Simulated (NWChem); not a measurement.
All runs are NWChem calculations. System: diphosphorus (P2), charge 0, spin multiplicity 1, at a geometry optimised with PBE0/def2-SVP. Level: PBE/def2-SVP.

NWChem printed:

```
             Northwest Computational Chemistry Package (NWChem) 7.3.0
             --------------------------------------------------------

                                NWChem Input Module
                                -------------------

 Scaling coordinates for geometry "geometry" by  1.889725989
 (inverse scale =  0.529177249)

 Turning off AUTOSYM since
 SYMMETRY directive was detected!

                             Geometry "geometry" -> ""
                             -------------------------

 Output coordinates in angstroms (scale by  1.889725989 to convert to a.u.)

  No.       Tag          Charge          X              Y              Z
 ---- ---------------- ---------- -------------- -------------- --------------
    1 P                   15.0000     0.00000000     0.00000000     0.94554400
    2 P                   15.0000     0.00000000     0.00000000    -0.94554400

 Effective nuclear repulsion energy (a.u.)      62.9610473045

            Nuclear Dipole moment (a.u.)
            ----------------------------
        X                 Y               Z
 ---------------- ---------------- ----------------
     0.0000000000     0.0000000000     0.0000000000

      Symmetry information
      --------------------

 Group name             D2h
 Group number             26
 Group order               8
 No. of unique centers     1

      Symmetry unique atoms

     1


 Summary of "ao basis" -> "" (spherical)
 ------------------------------------------------------------------------------
       Tag                 Description            Shells   Functions and Types
 ---------------- ------------------------------  ------  ---------------------
 *                          def2-svp                  on all atoms

  pbe96 is a nonlocal functional; adding pw91lda local functional.

                                 NWChem DFT Module
                                 -----------------

 Summary of "ao basis" -> "ao basis" (spherical)
 ------------------------------------------------------------------------------
       Tag                 Description            Shells   Functions and Types
 ---------------- ------------------------------  ------  ---------------------
 P                          def2-svp                 8       18   4s3p1d

 Summary of "ao basis" -> "ao basis" (spherical)
 ------------------------------------------------------------------------------
       Tag                 Description            Shells   Functions and Types
[...]
    13      0.341680  1 P  pz                31     -0.341680  2 P  pz
     4      0.248779  1 P  s                 22      0.248779  2 P  s
     7     -0.194342  1 P  pz                25      0.194342  2 P  pz
     3      0.126340  1 P  s                 21      0.126340  2 P  s

 Vector   14  Occ=2.000000D+00  E=-2.593602D-01  Symmetry=b3u
              MO Center=  3.1D-17, -9.4D-34,  4.0D-18, r^2= 2.3D+00
   Bfn.  Coefficient  Atom+Function         Bfn.  Coefficient  Atom+Function
  ----- ------------  ---------------      ----- ------------  ---------------
    11      0.386304  1 P  px                29      0.386304  2 P  px
     8      0.312718  1 P  px                26      0.312718  2 P  px
     5     -0.175367  1 P  px                23     -0.175367  2 P  px
    17      0.056421  1 P  d  1              35     -0.056421  2 P  d  1

 Vector   15  Occ=2.000000D+00  E=-2.593602D-01  Symmetry=b2u
              MO Center= -7.5D-31,  2.0D-17, -4.6D-17, r^2= 2.3D+00
   Bfn.  Coefficient  Atom+Function         Bfn.  Coefficient  Atom+Function
  ----- ------------  ---------------      ----- ------------  ---------------
    12      0.386304  1 P  py                30      0.386304  2 P  py
     9      0.312718  1 P  py                27      0.312718  2 P  py
     6     -0.175367  1 P  py                24     -0.175367  2 P  py
    15     -0.056421  1 P  d -1              33      0.056421  2 P  d -1

 Vector   16  Occ=0.000000D+00  E=-1.183427D-01  Symmetry=b2g
              MO Center=  3.0D-19,  4.8D-33, -2.2D-16, r^2= 3.0D+00
   Bfn.  Coefficient  Atom+Function         Bfn.  Coefficient  Atom+Function
  ----- ------------  ---------------      ----- ------------  ---------------
    11      0.604291  1 P  px                29     -0.604291  2 P  px
     8      0.333945  1 P  px                26     -0.333945  2 P  px
     5     -0.183344  1 P  px                23      0.183344  2 P  px
    17     -0.049502  1 P  d  1              35     -0.049502  2 P  d  1

 Vector   17  Occ=0.000000D+00  E=-1.183427D-01  Symmetry=b3g
              MO Center=  1.1D-32,  3.0D-19,  3.1D-16, r^2= 3.0D+00
   Bfn.  Coefficient  Atom+Function         Bfn.  Coefficient  Atom+Function
  ----- ------------  ---------------      ----- ------------  ---------------
    12      0.604291  1 P  py                30     -0.604291  2 P  py
     9      0.333945  1 P  py                27     -0.333945  2 P  py
     6     -0.183344  1 P  py                24      0.183344  2 P  py
    15      0.049502  1 P  d -1              33      0.049502  2 P  d -1

 Vector   18  Occ=0.000000D+00  E= 6.820775D-02  Symmetry=b1u
              MO Center= -1.7D-18, -1.7D-18, -3.8D-16, r^2= 3.6D+00
   Bfn.  Coefficient  Atom+Function         Bfn.  Coefficient  Atom+Function
  ----- ------------  ---------------      ----- ------------  ---------------
    13      1.309950  1 P  pz                31      1.309950  2 P  pz
     4     -1.042129  1 P  s                 22      1.042129  2 P  s
     3     -0.389430  1 P  s                 21      0.389430  2 P  s
    10      0.231816  1 P  pz                28      0.231816  2 P  pz
     2     -0.193569  1 P  s                 20      0.193569  2 P  s

 center of mass
 --------------
 x =   0.00000000 y =   0.00000000 z =   0.00000000

 moments of inertia (a.u.)
 ------------------
         197.781234074097           0.000000000000           0.000000000000
           0.000000000000         197.781234074097           0.000000000000
           0.000000000000           0.000000000000           0.000000000000

     Multipole analysis of the density
     ---------------------------------

     L   x y z        total         alpha         beta         nuclear
     -   - - -        -----         -----         ----         -------
     0   0 0 0     -0.000000    -15.000000    -15.000000     30.000000

     1   1 0 0     -0.000000     -0.000000     -0.000000      0.000000
     1   0 1 0     -0.000000     -0.000000     -0.000000      0.000000
     1   0 0 1     -0.000000     -0.000000     -0.000000      0.000000

     2   2 0 0    -18.908339     -9.454169     -9.454169      0.000000
     2   1 1 0     -0.000000     -0.000000     -0.000000      0.000000
     2   1 0 1     -0.000000     -0.000000     -0.000000      0.000000
     2   0 2 0    -18.908339     -9.454169     -9.454169      0.000000
     2   0 1 1     -0.000000     -0.000000     -0.000000      0.000000
     2   0 0 2    -19.148225    -57.464948    -57.464948     95.781672

 Task  times  cpu:        0.3s     wall:        0.3s

 Total times  cpu:        0.3s     wall:        0.3s
```

### Question
Write an NWChem input that would produce this output.

### Answer
One answer among several that fit: 
```
start mol
memory heap 200 mb stack 900 mb global 1100 mb
geometry units angstroms nocenter noautoz
  P      0.000000     0.000000     0.945544
  P      0.000000     0.000000    -0.945544
  symmetry group D2h
end
basis spherical
  * library def2-svp
end
dft
  xc xpbe96 cpbe96
  semidirect memsize 60000000 filesize 0
  iterations 100
end
task dft energy
```
